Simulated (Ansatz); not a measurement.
# C3H6N2: the cost of one run

Method: functionals in def2-TZVPP, the program's frozen cores in correlated methods; program: Ansatz 0.2.0, Gaussian basis.

The runs, in order: PBE-D4, r2SCAN-D4, PBE0-D4, B3LYP-D4, ωB97X-V, ωB97M-V, B2PLYP; CCSD(T)/def2-TZVPP; MP2/def2-QZVPP; extrapolation to the limit.

**1. Structure used throughout**

All runs share one geometry, relaxed beforehand with PBE0-D4 in a triple-zeta def2 set.

11 atoms, charge 0, spin multiplicity 1.

Atoms are counted from 1 here; the program's logs count them from 0.

Bond lengths: C1–N2 1.451 Å, C1–H6 1.091 Å, C1–H7 1.098 Å, C1–H8 1.093 Å, N2–C3 1.407 Å, N2–H9 1.011 Å, C3–C4 1.431 Å, C3–N5 1.544 Å, C3–H10 1.087 Å, C4–N5 1.253 Å, C4–H11 1.086 Å. Angles: N2–C1–H6 109.5°, N2–C1–H7 113.7°, N2–C1–H8 109.2°, H6–C1–H7 108.8°, H6–C1–H8 107.5°, H7–C1–H8 107.9°, C1–N2–C3 114.6°, C1–N2–H9 111.5°, C3–N2–H9 111.3°, N2–C3–C4 123.0°, N2–C3–N5 121.0°, N2–C3–H10 113.2°, C4–C3–N5 49.6°, C4–C3–H10 120.4°, N5–C3–H10 114.6°, C3–C4–N5 69.9°, C3–C4–H11 151.6°, N5–C4–H11 138.4° and more.

**2. PBE-D4 (GGA)**

in.yaml

```yaml
crystal:
  periodic: [false, false, false]
  atoms:
    - {symbol: C, position_ang: [-0.775087, -0.218413, -1.384107]}
    - {symbol: N, position_ang: [-0.384716, 0.587703, -0.242557]}
    - {symbol: C, position_ang: [0.066991, -0.150039, 0.867423]}
    - {symbol: C, position_ang: [1.150760, 0.277083, 1.698960]}
    - {symbol: N, position_ang: [1.524923, -0.652820, 0.947769]}
    - {symbol: H, position_ang: [-1.163832, 0.428741, -2.171946]}
    - {symbol: H, position_ang: [0.041923, -0.826436, -1.795704]}
    - {symbol: H, position_ang: [-1.580783, -0.894383, -1.087223]}
    - {symbol: H, position_ang: [0.281386, 1.301606, -0.504263]}
    - {symbol: H, position_ang: [-0.674386, -0.849200, 1.246347]}
    - {symbol: H, position_ang: [1.578221, 0.939256, 2.445799]}
basis:
  gaussian: {orbitals: def2-TZVPP}
hamiltonian: {xc: pbe, dispersion: d4}
output: {forces: true, orbitals: {seedname: orbitals}}
```

Launch:

```console
ansatz run in.yaml --threads 4 --pin off --events-out ev --progress --plain --max-ram 10444MiB
```

**Question.** How long does this run take on 4 threads of Arm Neoverse N1, shared host, and how much memory does it need?

About 3.2 s, with a peak of 0.27 GiB.
